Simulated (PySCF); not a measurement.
PySCF input (BP86/def2-SVP):

```python
from pyscf import gto, dft

mol = gto.M(
    atom='''
    C    -0.00155029    1.50196649   -0.45166829
    S    -0.01239716    0.12323346    0.57976964
    C     0.01896339   -1.47872388   -0.43190787
    H     0.91934809    1.64260953   -1.02669247
    H    -0.90073509    1.62984334   -1.06289763
    H     0.01148869   -2.34173312    0.24815888
    H    -0.85846291   -1.52720035   -1.08442388
    H     0.92223725   -1.51471040   -1.04900214
    ''',
    basis='def2-svp',
    charge=-1,
    spin=0,
    verbose=4,
)

mf = dft.RKS(mol, xc='bp86')
mf.grids.level = 3
mf.conv_tol = 1e-9
mf.max_cycle = 100
mf.max_memory = 1500
mf.kernel()
if not mf.converged:
    mf = mf.newton()
    mf.kernel(mf.make_rdm1())
mf.dip_moment()
```

Problem. Predict the final energy.

Solution. -477.20964 Eh.
